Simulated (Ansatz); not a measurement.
Two structures of C$_{2}$H$_{9}$B, singlet, reached by relaxing down either side of one saddle point (PBE0-D4/def2-TZVP). Energies are electronic, without zero-point energy. Computed with Ansatz 0.2.0 (basis: def2-TZVPP and def2-QZVPP); correlated methods freeze the cores. Extrapolation: Hartree–Fock as exp(−7.88 √X), correlation as X^−2.97. First:

B1  (-0.234, 1.187, 0.049)
C2  (0.325, -0.112, -0.675)
C3  (-0.099, -1.436, -0.050)
H4  (-1.400, 1.213, 0.370)
H5  (0.173, 2.280, -0.255)
H6  (0.590, 1.365, 1.214)
H7  (-0.081, 0.989, 1.463)
H8  (1.416, -0.079, -0.779)
H9  (-0.055, -0.061, -1.704)
H10  (0.265, -2.299, -0.614)
H11  (0.286, -1.536, 0.971)
H12  (-1.188, -1.513, 0.010)
(Å)

Second:

B1  (-0.558, 1.789, 0.435)
C2  (0.593, -0.273, -0.471)
C3  (-0.019, -1.576, -0.002)
H4  (-1.595, 1.254, 0.180)
H5  (-0.042, 2.507, -0.368)
H6  (0.564, 0.475, 0.356)
H7  (-0.174, 1.807, 1.570)
H8  (1.661, -0.360, -0.688)
H9  (0.101, 0.122, -1.358)
H10  (0.076, -2.345, -0.773)
H11  (0.472, -1.947, 0.899)
H12  (-1.080, -1.454, 0.220)
(Å)

Problem. Which bonds change from the first to the second?

Solution. C₂H₇B ([BH2][CH2][CH3]) + H₂ → C₂H₆ (CC) + BH₃; bonds formed: B1–H7, C2–H6; bonds broken: B1–C2, H6–H7.

Problem. Give the saddle point's structure and its height above each. (To be estimated.)

Solution. By the calculation: 59.1 kJ/mol above the first and 80.7 kJ/mol above the second (CCSD(T) at an estimated basis limit (MP2 extrapolated from triple and quadruple zeta, plus CCSD(T) − MP2 in triple zeta)).
```json
{"atom": "B1", "x (Å)": "-0.3510", "y (Å)": "1.3496", "z (Å)": "0.1942"}
{"atom": "C2", "x (Å)": "0.3946", "y (Å)": "-0.0849", "z (Å)": "-0.5208"}
{"atom": "C3", "x (Å)": "-0.0802", "y (Å)": "-1.4315", "z (Å)": "-0.0032"}
{"atom": "H4", "x (Å)": "-1.5073", "y (Å)": "1.0927", "z (Å)": "0.3337"}
{"atom": "H5", "x (Å)": "0.0590", "y (Å)": "2.3118", "z (Å)": "-0.3795"}
{"atom": "H6", "x (Å)": "0.4981", "y (Å)": "0.6245", "z (Å)": "0.7386"}
{"atom": "H7", "x (Å)": "0.1111", "y (Å)": "1.4358", "z (Å)": "1.3790"}
{"atom": "H8", "x (Å)": "1.4849", "y (Å)": "-0.0557", "z (Å)": "-0.6180"}
{"atom": "H9", "x (Å)": "0.0077", "y (Å)": "0.1058", "z (Å)": "-1.5213"}
{"atom": "H10", "x (Å)": "0.2732", "y (Å)": "-2.2459", "z (Å)": "-0.6398"}
{"atom": "H11", "x (Å)": "0.2805", "y (Å)": "-1.6308", "z (Å)": "1.0105"}
{"atom": "H12", "x (Å)": "-1.1705", "y (Å)": "-1.4714", "z (Å)": "0.0265"}
```

No T1 diagnostic of these runs exceeds 0.010.

Labels in which every atom is bracketed show which atoms are joined, not bond orders.

For scale, one of the runs: CCSD(T)/def2-TZVPP, 219 basis functions, launched by `ansatz run in.yaml --threads 2 --pin off --events-out ev --progress --plain --max-ram 4352MiB`. The run took 81 s on 2 CPU threads of an Arm Neoverse V1 (shared host), with 3.4 GiB of host memory at its peak.
